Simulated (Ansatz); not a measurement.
## Molecular dynamics of CH₂FN

input.yaml

```yaml
crystal:
  periodic: [false, false, false]
  atoms:
    - { symbol: F, position_ang: [0.088251, -0.107357, -2.549279] }
    - { symbol: H, position_ang: [0.061321, -0.064263, -1.613761] }
    - { symbol: C, position_ang: [-0.050989, 0.058231, 1.414925] }
    - { symbol: "N", position_ang: [-0.003794, 0.014719, 0.263933] }
    - { symbol: H, position_ang: [-0.09479, 0.09867, 2.484082] }
basis:
  gaussian: { orbitals: "6-31G*" }
hamiltonian:
  xc: r2scanh
  dispersion: d4
md:
  timestep: 0.5
  n_steps: 100
  ensemble: nve_milne
  temperature: 100.0
  initial_velocities: maxwell_boltzmann
  seed: 682967
```

Command:

```bash
$ ansatz run input.yaml --threads 1 --pin off --max-ram 2048MiB --backend cpu --events-out ev --progress --plain --runs-dir out
```

It starts from a relaxed structure.

Output, in part (one step line in 4, the closing report, with atoms numbered from 0):

```
md step     0: t =     0.00 fs  T =   100.0 K  F+E_penalty+E_count = -5271.98917365 eV  E_kin = 0.038778 eV  conserved = -5271.95039565 eV  (22 SCF iters)
md step     4: t =     2.00 fs  T =    76.2 K  F+E_penalty+E_count = -5271.97993324 eV  E_kin = 0.029535 eV  conserved = -5271.95039795 eV  (22 SCF iters)
md step     8: t =     4.00 fs  T =    83.9 K  F+E_penalty+E_count = -5271.98291982 eV  E_kin = 0.032519 eV  conserved = -5271.95040044 eV  (22 SCF iters)
md step    12: t =     6.00 fs  T =    74.3 K  F+E_penalty+E_count = -5271.97920352 eV  E_kin = 0.028810 eV  conserved = -5271.95039314 eV  (25 SCF iters)
md step    16: t =     8.00 fs  T =    60.8 K  F+E_penalty+E_count = -5271.97396089 eV  E_kin = 0.023563 eV  conserved = -5271.95039806 eV  (21 SCF iters)
md step    20: t =    10.00 fs  T =    65.5 K  F+E_penalty+E_count = -5271.97578342 eV  E_kin = 0.025389 eV  conserved = -5271.95039484 eV  (21 SCF iters)
md step    24: t =    12.00 fs  T =    41.9 K  F+E_penalty+E_count = -5271.96663159 eV  E_kin = 0.016232 eV  conserved = -5271.95039964 eV  (20 SCF iters)
md step    28: t =    14.00 fs  T =    61.8 K  F+E_penalty+E_count = -5271.97434973 eV  E_kin = 0.023948 eV  conserved = -5271.95040187 eV  (22 SCF iters)
md step    32: t =    16.00 fs  T =    47.7 K  F+E_penalty+E_count = -5271.96888089 eV  E_kin = 0.018480 eV  conserved = -5271.95040045 eV  (20 SCF iters)
md step    36: t =    18.00 fs  T =    54.2 K  F+E_penalty+E_count = -5271.97143699 eV  E_kin = 0.021035 eV  conserved = -5271.95040236 eV  (20 SCF iters)
md step    40: t =    20.00 fs  T =    57.7 K  F+E_penalty+E_count = -5271.97276837 eV  E_kin = 0.022376 eV  conserved = -5271.95039271 eV  (20 SCF iters)
md step    44: t =    22.00 fs  T =    45.4 K  F+E_penalty+E_count = -5271.96799519 eV  E_kin = 0.017598 eV  conserved = -5271.95039757 eV  (20 SCF iters)
md step    48: t =    24.00 fs  T =    61.1 K  F+E_penalty+E_count = -5271.97408174 eV  E_kin = 0.023690 eV  conserved = -5271.95039154 eV  (21 SCF iters)
md step    52: t =    26.00 fs  T =    36.4 K  F+E_penalty+E_count = -5271.96450004 eV  E_kin = 0.014098 eV  conserved = -5271.95040171 eV  (20 SCF iters)
md step    56: t =    28.00 fs  T =    50.5 K  F+E_penalty+E_count = -5271.96999644 eV  E_kin = 0.019597 eV  conserved = -5271.95039911 eV  (21 SCF iters)
md step    60: t =    30.00 fs  T =    40.5 K  F+E_penalty+E_count = -5271.96609734 eV  E_kin = 0.015696 eV  conserved = -5271.95040125 eV  (21 SCF iters)
md step    64: t =    32.00 fs  T =    36.6 K  F+E_penalty+E_count = -5271.96459416 eV  E_kin = 0.014193 eV  conserved = -5271.95040077 eV  (20 SCF iters)
md step    68: t =    34.00 fs  T =    52.0 K  F+E_penalty+E_count = -5271.97054199 eV  E_kin = 0.020147 eV  conserved = -5271.95039538 eV  (24 SCF iters)
md step    72: t =    36.00 fs  T =    39.9 K  F+E_penalty+E_count = -5271.96585631 eV  E_kin = 0.015457 eV  conserved = -5271.95039950 eV  (20 SCF iters)
md step    76: t =    38.00 fs  T =    65.9 K  F+E_penalty+E_count = -5271.97595120 eV  E_kin = 0.025560 eV  conserved = -5271.95039107 eV  (24 SCF iters)
md step    80: t =    40.00 fs  T =    49.8 K  F+E_penalty+E_count = -5271.96970511 eV  E_kin = 0.019306 eV  conserved = -5271.95039923 eV  (25 SCF iters)
md step    84: t =    42.00 fs  T =    61.1 K  F+E_penalty+E_count = -5271.97409903 eV  E_kin = 0.023702 eV  conserved = -5271.95039704 eV  (24 SCF iters)
md step    88: t =    44.00 fs  T =    63.4 K  F+E_penalty+E_count = -5271.97500230 eV  E_kin = 0.024599 eV  conserved = -5271.95040326 eV  (24 SCF iters)
md step    92: t =    46.00 fs  T =    45.9 K  F+E_penalty+E_count = -5271.96820171 eV  E_kin = 0.017801 eV  conserved = -5271.95040097 eV  (22 SCF iters)
md step    96: t =    48.00 fs  T =    53.3 K  F+E_penalty+E_count = -5271.97107964 eV  E_kin = 0.020681 eV  conserved = -5271.95039857 eV  (25 SCF iters)
md step   100: t =    50.00 fs  T =    25.1 K  F+E_penalty+E_count = -5271.96014634 eV  E_kin = 0.009749 eV  conserved = -5271.95039690 eV  (23 SCF iters)
Total energy: -5271.96014992 eV, -193.7409620467 hartree
Atom 0 at     0.105282    -0.095289    -2.624402 Å, force     0.016673    -0.022395     0.094542 eV/Å
Atom 1 at     0.099804    -0.170892    -1.691894 Å, force    -0.049150     0.041348     0.048797 eV/Å
Atom 2 at    -0.005147     0.083128     1.465269 Å, force    -0.169692     0.306634     1.367463 eV/Å
Atom 3 at    -0.075307    -0.025057     0.323946 Å, force     0.104280    -0.154597    -0.811109 eV/Å
Atom 4 at    -0.006758     0.233907     2.544284 Å, force     0.097889    -0.170990    -0.699693 eV/Å
Dipole moment:     0.010960     0.051215     1.188456 e Å
```

The run went to its last step. The conserved energy stayed within 0.0054 meV per atom of its start (net change -0.0002 meV per atom), so the integration is sound. A run of 0.05 ps of so small a system gives no equilibrium averages.

The same pairs are bonded in the first frame and the last. Pairs count as bonded within 1.25 times the sum of covalent radii (0.12 Å more for H–H).

Last frame:

```xyz
5
Properties=species:S:1:pos:R:3
F 0.105 -0.095 -2.624
H 0.100 -0.171 -1.692
C -0.005 0.083 1.465
N -0.075 -0.025 0.324
H -0.007 0.234 2.544
```

Time of the run: 120 s on 1 thread of Arm Neoverse V2, on a shared host, peak memory 0.09 GiB.
